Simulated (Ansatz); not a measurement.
System: solid iodine. Method: PBE-D4 (PAW; Ansatz, a quantum-chemistry and plane-wave program).

Output (set-up and result lines):

```
Crystal: 4 atoms, lattice volume = 157.382 Å³
Basis set: ecut = 520 eV, 4215 PW (Γ), exchange–correlation on 64×64×144 points (8 copies of the dense FFT grid, shifted against one another)
Bands: 41, of which v1, the nominal top of the filled ones, is band 34 counted from 1 (33 counted from 0)
Symmetry: 8 space group operations
Space group: Cmce (ITA 64), of the structure as read, at distance tolerance 5.4e-5 Å
k-points: 63 of 256
Functional: x = pbe(κ = 0.804, μ = 0.2195149727645171), c = pbe(β = 0.06672455060314922)
SCF iter   1: F=—  HF=-30052.941340 eV  |F-HF|=—  |Δ(HF+E_count)|=         —  Δρ=1.23e-3  dr2=1.83e-3
SCF iter   2: F=—  HF=-30052.941364 eV  |F-HF|=—  |Δ(HF+E_count)|=   2.43e-5  Δρ=6.85e-4  dr2=6.14e-4
  ...
SCF iter   7: F=—  HF=-30052.941662 eV  |F-HF|=—  |Δ(HF+E_count)|=   8.77e-9  Δρ=1.22e-6  dr2=2.56e-9
SCF iter   8: F=-30052.941662 eV  HF=-30052.941662 eV  |F-HF|=2.91e-11  |Δ(HF+E_count)|=   2.58e-9  Δρ=3.97e-7  dr2=2.09e-10
SCF 1 converged in 8 iterations: F = -30052.941662 eV  dr2 = 2.09e-10
SCF converged after 8 iterations
Free energy (F): -30052.941662 eV
Internal energy: -30052.941662 eV  (E = F + TS)
E sigma→0 (E₀):  -30052.941662 eV
Fermi energy:    6.341037 eV
--- Forces (eV/Å), atoms counted from 1 ---
  atom   1  I      0.00033334     0.00000000     0.00070341
  atom   2  I     -0.00033334    -0.00000000     0.00070341
  atom   3  I      0.00033334     0.00000000    -0.00070341
  atom   4  I     -0.00033334    -0.00000000    -0.00070341
--- Stress (GPa, compression-positive) ---
       -0.001745       0.000000       0.000000
        0.000000       0.000548      -0.000000
        0.000000      -0.000000      -0.003022
  P = ⅓ Tr σ = -0.0014 GPa (-0.014 kbar)
```

Q: Write an input file that could have produced this run (the log leaves some choices open).

A: One answer among several that fit: 
Ansatz 0.2 input:
```yaml
crystal:
  lattice:
    - [2.2377775964, -3.6460675818, 0.0]
    - [2.2377775964, 3.6460675818, 0.0]
    - [0.0, 0.0, 9.644566065]
  atoms:
    - { symbol: I, position: [0.8283144838, 0.8283144838, 0.8775508032] }
    - { symbol: I, position: [0.6716855162, 0.6716855162, 0.3775508032] }
    - { symbol: I, position: [0.3283144838, 0.3283144838, 0.6224491968] }
    - { symbol: I, position: [0.1716855162, 0.1716855162, 0.1224491968] }
basis:
  ecutwfc: 520
  ecutrho_ratio: 4
  xc_grid: 2
kpoints:
  mp_grid: { grid: [8, 8, 4] }
  band_path:
    path:
      - [0.0, 0.0, 0.0]
      - [0.0625, -0.0625, 0.0]
      - [0.125, -0.125, 0.0]
      - [0.1875, -0.1875, 0.0]
      - [0.25, -0.25, 0.0]
      - [0.3125, -0.3125, 0.0]
      - [0.375, -0.375, 0.0]
      - [0.4375, -0.4375, 0.0]
      - [0.5, -0.5, 0.0]
      - [0.551942, -0.448058, 0.0]
      - [0.603885, -0.396115, 0.0]
      - [0.655827, -0.344173, 0.0]
      - [0.344173, 0.344173, 0.0]
      - [0.305931, 0.305931, 0.0]
      - [0.26769, 0.26769, 0.0]
      - [0.229448, 0.229448, 0.0]
      - [0.191207, 0.191207, 0.0]
      - [0.152966, 0.152966, 0.0]
      - [0.114724, 0.114724, 0.0]
      - [0.076483, 0.076483, 0.0]
      - [0.038241, 0.038241, 0.0]
      - [0.0, 0.0, 0.25]
      - [0.0, 0.0, 0.5]
      - [0.038241, 0.038241, 0.5]
      - [0.076483, 0.076483, 0.5]
      - [0.114724, 0.114724, 0.5]
      - [0.152966, 0.152966, 0.5]
      - [0.191207, 0.191207, 0.5]
      - [0.229448, 0.229448, 0.5]
      - [0.26769, 0.26769, 0.5]
      - [0.305931, 0.305931, 0.5]
      - [0.344173, 0.344173, 0.5]
      - [0.655827, -0.344173, 0.5]
      - [0.603885, -0.396115, 0.5]
      - [0.551942, -0.448058, 0.5]
      - [0.5, -0.5, 0.5]
      - [0.5, -0.5, 0.25]
      - [0.0625, 0.0, 0.0]
      - [0.125, 0.0, 0.0]
      - [0.1875, 0.0, 0.0]
      - [0.25, 0.0, 0.0]
      - [0.3125, 0.0, 0.0]
      - [0.375, 0.0, 0.0]
      - [0.4375, 0.0, 0.0]
      - [0.5, 0.0, 0.0]
      - [0.5, 0.0, 0.25]
      - [0.5, 0.0, 0.5]
      - [0.4375, 0.0, 0.5]
      - [0.375, 0.0, 0.5]
      - [0.3125, 0.0, 0.5]
      - [0.25, 0.0, 0.5]
      - [0.1875, 0.0, 0.5]
      - [0.125, 0.0, 0.5]
      - [0.0625, 0.0, 0.5]
      - [0.0625, -0.0625, 0.5]
      - [0.125, -0.125, 0.5]
      - [0.1875, -0.1875, 0.5]
      - [0.25, -0.25, 0.5]
      - [0.3125, -0.3125, 0.5]
      - [0.375, -0.375, 0.5]
      - [0.4375, -0.4375, 0.5]
    npoints: 1
hamiltonian:
  xc: pbe
  dispersion: d4
  pseudopotentials: { kind: paw }
scf:
  occupations: { method: fermi_dirac, width: 0.01 }
  convergence: { dr2_threshold: 0.0000000004 }
output:
  forces: true
  stress: true
  eigenvalues: true
  write_bands: true
```

The result took very roughly 30 core-seconds.
